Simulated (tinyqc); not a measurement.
Inside a calculation. Method: MP2 on RHF in the sto-3g basis, frozen core, for OH-, spin multiplicity 1. The basis has no diffuse functions, so it cannot describe the extra electron: this is an exercise in the method, not the real anion. Computed by tinyqc, a small Python program that keeps every step (integrals from PySCF). Settings: charge = -1, multiplicity = 1, basis = sto-3g, method = RHF, frozen orbitals = 1, energy threshold = 1e-10, iteration cap = 67, orthogonalisation = canonical, start = core, DIIS depth = 6. Command: `OMP_NUM_THREADS=1 python tinyqc.py 25211 25212 out.jsonl` (the two numbers bound the seeds that draw the settings). One thread of a shared host (Intel(R) Xeon(R) Processor @ 2.60GHz), about 0.09 s of CPU time with the checks. The early iterations of the SCF are left out here.

## One-electron integrals

Geometry (angstrom):
```
atom         x         y         z
O     0.000000  0.000000  0.000000
H     0.000000  0.000000  1.245000
```

Basis sto-3g: exponents (1/bohr^2) and contraction coefficients of normalised primitives:
```
element  l (shell)    exponent  coefficient
O            s (1)  130.709320     0.154329
O            s (1)   23.808861     0.535328
O            s (1)    6.443608     0.444635
O            s (2)    5.033151    -0.099967
O            s (2)    1.169596     0.399513
O            s (2)    0.380389     0.700115
O            p (3)    5.033151     0.155916
O            p (3)    1.169596     0.607684
O            p (3)    0.380389     0.391957
H            s (1)    3.425251     0.154329
H            s (1)    0.623914     0.535328
H            s (1)    0.168855     0.444635
```

Overlap, kinetic and nuclear-attraction integrals over the contracted functions; the nuclear repulsion is the sum of Za Zb / Rab.

nuclear repulsion = 3.40033549 hartree

overlap S:
```
           1O 1s     1O 2s    1O 2px    1O 2py    1O 2pz     2H 1s
1O 1s   1.000000  0.236704  0.000000  0.000000  0.000000  0.027301
1O 2s   0.236704  1.000000  0.000000  0.000000  0.000000  0.307593
1O 2px  0.000000  0.000000  1.000000  0.000000  0.000000  0.000000
1O 2py  0.000000  0.000000  0.000000  1.000000  0.000000  0.000000
1O 2pz  0.000000  0.000000  0.000000  0.000000  1.000000  0.285290
2H 1s   0.027301  0.307593  0.000000  0.000000  0.285290  1.000000
```

kinetic energy T (hartree):
```
            1O 1s      1O 2s    1O 2px    1O 2py    1O 2pz      2H 1s
1O 1s   29.003200  -0.168011  0.000000  0.000000  0.000000  -0.008441
1O 2s   -0.168011   0.808128  0.000000  0.000000  0.000000   0.030400
1O 2px   0.000000   0.000000  2.528731  0.000000  0.000000   0.000000
1O 2py   0.000000   0.000000  0.000000  2.528731  0.000000   0.000000
1O 2pz   0.000000   0.000000  0.000000  0.000000  2.528731   0.113040
2H 1s   -0.008441   0.030400  0.000000  0.000000  0.113040   0.760032
```

nuclear attraction V (hartree):
```
             1O 1s      1O 2s     1O 2px     1O 2py     1O 2pz      2H 1s
1O 1s   -61.043497  -7.283689   0.000000   0.000000  -0.009176  -0.858925
1O 2s    -7.283689  -9.476182   0.000000   0.000000  -0.114271  -2.142170
1O 2px    0.000000   0.000000  -9.381737   0.000000   0.000000   0.000000
1O 2py    0.000000   0.000000   0.000000  -9.381737   0.000000   0.000000
1O 2pz   -0.009176  -0.114271   0.000000   0.000000  -9.446945  -1.749656
2H 1s    -0.858925  -2.142170   0.000000   0.000000  -1.749656  -4.587350
```

core Hamiltonian H = T + V (hartree):
```
             1O 1s      1O 2s     1O 2px     1O 2py     1O 2pz      2H 1s
1O 1s   -32.040297  -7.451699   0.000000   0.000000  -0.009176  -0.867366
1O 2s    -7.451699  -8.668054   0.000000   0.000000  -0.114271  -2.111770
1O 2px    0.000000   0.000000  -6.853006   0.000000   0.000000   0.000000
1O 2py    0.000000   0.000000   0.000000  -6.853006   0.000000   0.000000
1O 2pz   -0.009176  -0.114271   0.000000   0.000000  -6.918214  -1.636616
2H 1s    -0.867366  -2.111770   0.000000   0.000000  -1.636616  -3.827318
```

## Two-electron integrals

Functions are numbered as in S; the eight-fold symmetry (ij|kl) = (ji|kl) = (kl|ij) leaves the list below.

Two-electron integrals (ij|kl) in chemists' order, unique and non-zero (hartree):
```
(11|11) 4.785065   (21|11) 0.741380   (21|21) 0.136873   (22|11) 1.118947
(22|21) 0.256633   (22|22) 0.817206   (31|31) 0.024477   (32|31) 0.037809
(32|32) 0.180518   (33|11) 1.115814   (33|21) 0.256684   (33|22) 0.817023
(33|33) 0.880159   (41|41) 0.024477   (42|41) 0.037809   (42|42) 0.180518
(43|43) 0.047444   (44|11) 1.115814   (44|21) 0.256684   (44|22) 0.817023
(44|33) 0.785270   (44|44) 0.880159   (51|51) 0.024477   (52|51) 0.037809
(52|52) 0.180518   (53|53) 0.047444   (54|54) 0.047444   (55|11) 1.115814
(55|21) 0.256684   (55|22) 0.817023   (55|33) 0.785270   (55|44) 0.785270
(55|55) 0.880159   (61|11) 0.086413   (61|21) 0.015838   (61|22) 0.029572
(61|33) 0.029516   (61|44) 0.029516   (61|51) 0.000705   (61|52) 0.001336
(61|55) 0.029689   (61|61) 0.001855   (62|11) 0.239356   (62|21) 0.055714
(62|22) 0.200143   (62|33) 0.196559   (62|44) 0.196559   (62|51) 0.004159
(62|52) 0.033676   (62|55) 0.207110   (62|61) 0.006586   (62|62) 0.064076
(63|31) 0.005462   (63|32) 0.033112   (63|53) 0.006740   (63|63) 0.008518
(64|41) 0.005462   (64|42) 0.033112   (64|54) 0.006740   (64|64) 0.008518
(65|11) 0.184961   (65|21) 0.043566   (65|22) 0.167156   (65|33) 0.159845
(65|44) 0.159845   (65|51) 0.008274   (65|52) 0.059271   (65|55) 0.181585
(65|61) 0.005342   (65|62) 0.065134   (65|65) 0.074017   (66|11) 0.419905
(66|21) 0.099278   (66|22) 0.411168   (66|33) 0.396073   (66|44) 0.396073
(66|51) 0.008460   (66|52) 0.097187   (66|55) 0.440890   (66|61) 0.011793
(66|62) 0.176307   (66|65) 0.204819   (66|66) 0.774606
```

## Orthogonalisation

S = U s U^T; canonical form X = U s^(-1/2), so that X^T S X = 1. Each column of U has its largest component positive (the first on a tie).

eigenvalues of S: 0.551382  0.841991  1.000000  1.000000  1.136979  1.469647

X:
```
                1          2          3         4          5         6
1O 1s    0.362609   0.725790   0.000000  0.000000  -0.574152  0.272535
1O 2s   -0.787536  -0.446528   0.000000  0.000000  -0.364497  0.480340
1O 2px   0.000000   0.000000   0.944703  0.327927   0.000000  0.000000
1O 2py   0.000000   0.000000  -0.327927  0.944703   0.000000  0.000000
1O 2pz  -0.552981   0.594278   0.000000  0.000000   0.582142  0.318111
2H 1s    0.869562  -0.329143   0.000000  0.000000   0.279510  0.523678
```

Within a degenerate level the vectors are fixed only up to a rotation; this is one choice.

## Iteration 7 (converged): orbitals

converged F (hartree):
```
             1O 1s      1O 2s    1O 2px    1O 2py     1O 2pz      2H 1s
1O 1s   -19.480467  -4.990207  0.000000  0.000000  -0.015911  -0.588178
1O 2s    -4.990207  -1.805107  0.000000  0.000000   0.010511  -0.451114
1O 2px    0.000000   0.000000  0.193335  0.000000   0.000000   0.000000
1O 2py    0.000000   0.000000  0.000000  0.193335   0.000000   0.000000
1O 2pz   -0.015911   0.010511  0.000000  0.000000   0.538390  -0.258092
2H 1s    -0.588178  -0.451114  0.000000  0.000000  -0.258092   0.072578
```

Diagonalise F' = X^T F X, C = X C', fill 5 alpha and 5 beta electrons from the bottom; D = 2 C_occ C_occ^T. Each column has its largest component positive (the first on a tie).

F' = X^T F X (hartree):
```
           1          2         3         4          5          6
1  -0.100667  -2.721484  0.000000  0.000000   2.159460  -1.357034
2  -2.721484  -6.959074  0.000000  0.000000   7.816338  -4.561325
3   0.000000   0.000000  0.193335  0.000000   0.000000   0.000000
4   0.000000   0.000000  0.000000  0.193335   0.000000   0.000000
5   2.159460   7.816338  0.000000  0.000000  -8.359222   5.404624
6  -1.357034  -4.561325  0.000000  0.000000   5.404624  -3.575932
```

orbital energies (hartree): MO1 -19.488790, MO2 -0.582449, MO3 0.082402, MO4 0.193335, MO5 0.193335, MO6 0.993942

coefficients C:
```
              MO1        MO2        MO3       MO4        MO5        MO6
1O 1s    0.994573  -0.251172   0.079010  0.000000   0.000000  -0.060643
1O 2s    0.022468   0.957191  -0.400341  0.000000   0.000000   0.325873
1O 2px   0.000000   0.000000   0.000000  0.986970  -0.160907   0.000000
1O 2py   0.000000   0.000000   0.000000  0.160907   0.986970   0.000000
1O 2pz   0.001841   0.002078   0.484987  0.000000   0.000000   0.929419
2H 1s   -0.004013   0.178259   0.765917  0.000000   0.000000  -0.773574
```

D after iteration 7:
```
            1O 1s      1O 2s    1O 2px    1O 2py     1O 2pz      2H 1s
1O 1s    2.117009  -0.499409  0.000000  0.000000   0.079255   0.023499
1O 2s   -0.499409   2.153983  0.000000  0.000000  -0.384259  -0.272180
1O 2px   0.000000   0.000000  2.000000  0.000000   0.000000   0.000000
1O 2py   0.000000   0.000000  0.000000  2.000000   0.000000   0.000000
1O 2pz   0.079255  -0.384259  0.000000  0.000000   0.470439   0.743645
2H 1s    0.023499  -0.272180  0.000000  0.000000   0.743645   1.236843
```

Within a degenerate level the vectors are fixed only up to a rotation; this is one choice.

## Convergence

Stop when the energy changes by less than 1e-10 hartree and every element of the error matrix X^T (F D S - S D F) X is below 3e-06.

Course of the cycle:
```
iteration   E (hartree)     change  largest element of the error matrix
1          -72.93838750          -                             5.48e-01
2          -73.99354478  -1.06e+00                             2.30e-01
3          -74.04651972  -5.30e-02                             6.71e-02
4          -74.05027636  -3.76e-03                             3.75e-03
5          -74.05029113  -1.48e-05                             5.49e-04
6          -74.05029143  -2.96e-07                             1.16e-06
7          -74.05029143  -9.09e-13                             4.82e-08
```

PySCF RHF in the same basis = -74.05029143 hartree

Converged in 7 iterations.

## Integrals over molecular orbitals

(pq|rs) = sum C_ip C_jq C_kr C_ls (ij|kl), one index at a time.

one-electron integrals over orbitals h = C^T H C (hartree):
```
            1          2          3          4          5          6
1  -32.023653   0.612581  -0.185293   0.000000   0.000000   0.144415
2    0.612581  -7.146351   0.676303   0.000000   0.000000  -0.721172
3   -0.185293   0.676303  -4.972446   0.000000   0.000000  -1.553930
4    0.000000   0.000000   0.000000  -6.853006   0.000000   0.000000
5    0.000000   0.000000   0.000000   0.000000  -6.853006   0.000000
6    0.144415  -0.721172  -1.553930   0.000000   0.000000  -5.741711
```

Two-electron integrals over orbitals (pq|rs), unique and non-zero (hartree); the lowest 1 orbital is frozen and left out:
```
(22|22) 0.742239    (32|22) -0.066700   (32|32) 0.117452    (33|22) 0.560439
(33|32) 0.024064    (33|33) 0.615215    (42|42) 0.159844    (43|42) -0.040257
(43|43) 0.028211    (44|22) 0.772679    (44|32) -0.096250   (44|33) 0.540509
(44|44) 0.880159    (52|52) 0.159844    (53|52) -0.040257   (53|53) 0.028211
(54|54) 0.047444    (55|22) 0.772679    (55|32) -0.096250   (55|33) 0.540509
(55|44) 0.785270    (55|55) 0.880159    (62|22) 0.076318    (62|32) 0.053783
(62|33) 0.001145    (62|44) 0.080350    (62|55) 0.080350    (62|62) 0.111761
(63|22) 0.158805    (63|32) -0.106928   (63|33) -0.014704   (63|44) 0.180774
(63|55) 0.180774    (63|62) 0.018956    (63|63) 0.184726    (64|42) 0.029822
(64|43) 0.014763    (64|64) 0.037973    (65|52) 0.029822    (65|53) 0.014763
(65|65) 0.037973    (66|22) 0.675190    (66|32) 0.001831    (66|33) 0.608347
(66|44) 0.669890    (66|55) 0.669890    (66|62) 0.076925    (66|63) 0.078392
(66|66) 0.706857
```

## Second-order Moller-Plesset energy

Hartree-Fock energy = -74.05029143 hartree

E2 = sum_ijab (ia|jb) [2 (ia|jb) - (ib|ja)] / (e_i + e_j - e_a - e_b) over occupied i, j and virtual a, b; the opposite-spin part is (ia|jb)^2 / denominator, the rest is same-spin, and SCS-MP2 scales them by 6/5 and 1/3.

Terms:
```
i  j  a  b   (ia|jb)   (ib|ja)  denominator       term
3  3  6  6  0.184726  0.184726    -1.823079  -0.018718
2  2  6  6  0.111761  0.111761    -3.152782  -0.003962
5  5  6  6  0.037973  0.037973    -1.601213  -0.000901
4  4  6  6  0.037973  0.037973    -1.601213  -0.000901
3  2  6  6  0.018956  0.018956    -2.487930  -0.000144
2  3  6  6  0.018956  0.018956    -2.487930  -0.000144
```

Pair energies (hartree; pair i-j sums ij and ji):
```
pair  opposite spin  same spin
2-2       -0.003962   0.000000
3-2       -0.000289   0.000000
3-3       -0.018718   0.000000
4-4       -0.000901   0.000000
5-5       -0.000901   0.000000
```

MP2 correlation energy = -0.02476928 hartree

SCS-MP2 correlation energy = -0.02972314 hartree

MP2 total energy = -74.07506072 hartree
